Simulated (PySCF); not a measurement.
**[SiH5]− (SMILES [H][Si-]([H])([H])([H])[H]) at CCSDTQ/STO-3G**

What is the energy change on altering one bond length of [SiH5]− at CCSDTQ/STO-3G? The job is set up through a Python script.

Program for the calculation: PySCF 2.14.0.

9 further runs of the same task are left out: 9 set aside as unsound or not needed.

### 1 Starting point

[SiH5]− has 6 atoms, charge -1, and is taken as a singlet. SMILES: `[H][Si-]([H])([H])([H])[H]`. The shape is that of a GFN2-xTB optimisation.

Bond lengths: Si1–H2 1.639 Å, Si1–H3 1.644 Å, Si1–H4 1.491 Å, Si1–H5 1.491 Å, Si1–H6 1.491 Å. Angles: H2–Si1–H3 179.9°, H2–Si1–H4 90.0°, H2–Si1–H5 90.0°, H2–Si1–H6 90.1°, H3–Si1–H4 89.9°, H3–Si1–H5 90.0°, H3–Si1–H6 90.0°, H4–Si1–H5 120.1°, H4–Si1–H6 120.0°, H5–Si1–H6 120.0°.

### 2 The energy at CCSDTQ/STO-3G

job.py

```python
from pyscf import gto, cc

mol = gto.Mole()
mol.atom = '''
Si  -0.000240   0.000230   0.001470
H   -0.019890  -0.007790   1.639910
H    0.021790   0.007860  -1.642440
H    1.490630   0.011850   0.019200
H   -0.757550   1.285100  -0.002620
H   -0.734730  -1.297250  -0.015520
'''
mol.charge = -1
mol.verbose = 3
mol.basis = 'sto-3g'
mol.max_memory = 1860
mol.build()

hf = mol.RHF()
hf.conv_tol = 1e-10
hf.kernel()
if not hf.converged:
    hf = hf.newton().run(hf.mo_coeff, hf.mo_occ)

mycc = cc.CCSDTQ(hf, frozen=5)
mycc.kernel()
e_tot = mycc.e_tot
print('E = %.10f Eh' % e_tot)
```

The run is started by

```bash
$ OMP_NUM_THREADS=1 python job.py
```

The log of the run:

```text
converged SCF energy = -288.202566137322
_make_eris_incore_RCCSDTQ

WARN: A large `blksize` is being used, which may cause large memory consumption
      for storing contraction intermediates. If memory is sufficient, consider using
      `pyscf.cc.rccsdtq_highm.RCCSDTQ` instead.

RCCSDTQ converged
E(RCCSDTQ) = -288.2787814856323   E_corr = -0.07621534831032227
E_corr(same-spin) = -0.00116863084239232
E_corr(oppo-spin) = -0.0750467174679299
E = -288.2787814856 Eh
```

Run time: 1.7 s. Hardware: 1 thread of Arm Neoverse V2, shared host; peak memory 0.12 GiB.

### 3 The distorted shape, same level

run.py

```python
from pyscf import gto, cc

mol = gto.Mole()
mol.atom = [
    ('Si', (-0.298389, -0.002094, -0.002076)),
    ('H', (-0.318039, -0.010114, 1.636364)),
    ('H', (-0.276359, 0.005536, -1.645986)),
    ('H', (1.490630, 0.011850, 0.019200)),
    ('H', (-1.055699, 1.282776, -0.006166)),
    ('H', (-1.032879, -1.299574, -0.019066)),
]
mol.charge = -1
mol.basis = 'sto-3g'
mol.verbose = 4
mol.max_memory = 1860
mol.build()

mf = mol.RHF()
mf.conv_tol = 1e-10
mf.kernel()
if not mf.converged:
    mf = mf.newton().run(mf.mo_coeff, mf.mo_occ)

mycc = cc.CCSDTQ(mf, frozen=5)
mycc.kernel()
e_tot = mycc.e_tot
print('Final energy', e_tot)
```

The run is started by

```bash
$ OMP_NUM_THREADS=1 python run.py
```

The log of the run:

```text
PySCF version 2.14.0

[... 54 lines left out ...]
converged SCF energy = -288.169642546688
[... 16 lines left out ...]
WARN: A large `blksize` is being used, which may cause large memory consumption
[... 10 lines left out ...]
Init t2, MP2 energy = -288.227653361380  E_corr(MP2) -0.058010814692
[... 12 lines left out ...]
RCCSDTQ converged
[... 3 lines left out ...]
Final energy -288.25653271530035
```

Wall time 2 s (1 thread of Arm Neoverse V2, shared host); peak memory 0.12 GiB.

### 4 Summary of results

Level: CCSDTQ/STO-3G, 5 core orbitals frozen.

| quantity | value |
| --- | --- |
| first shape: total energy | -288.27878 Eh |
| first shape: HOMO energy (Hartree–Fock orbitals) | 2.38 eV |
| first shape: LUMO energy (Hartree–Fock orbitals) | 21.53 eV |
| first shape: HOMO–LUMO gap (to an unbound level, set by the basis) | 19.15 eV |
| first shape: correlation energy (5 core orbitals frozen) | -76.2 mEh |
| first shape: T1 diagnostic | 0.007 |
| distorted shape: total energy | -288.25653 Eh |
| distorted shape: HOMO energy (Hartree–Fock orbitals) | 2.16 eV |
| distorted shape: LUMO energy (Hartree–Fock orbitals) | 18.35 eV |
| distorted shape: HOMO–LUMO gap (to an unbound level, set by the basis) | 16.18 eV |
| distorted shape: correlation energy (5 core orbitals frozen) | -86.9 mEh |
| distorted shape: T1 diagnostic | 0.009 |
| energy change with the Si1–H4 bond stretched from 1.491 to 1.789 Å | 0.605 eV |

**Reading.** With the Si1–H4 bond stretched from 1.491 to 1.789 Å the energy rises by 0.61 eV (14.0 kcal/mol). The first shape isn't relaxed at this level, so the change isn't measured from a minimum. The minimal basis adds a large error of its own. Mulliken charges (first shape) of the mean-field density run from -0.44 on H3 to +0.73 on Si1; they depend strongly on the basis. The HOMO (first shape) lies at positive energy, 2.38 eV: the electron is unbound at this level or held by a compact basis; values depend on the basis. The HOMO (distorted shape) lies at positive energy, 2.16 eV: the electron is unbound at this level or held by a compact basis; values depend on the basis.
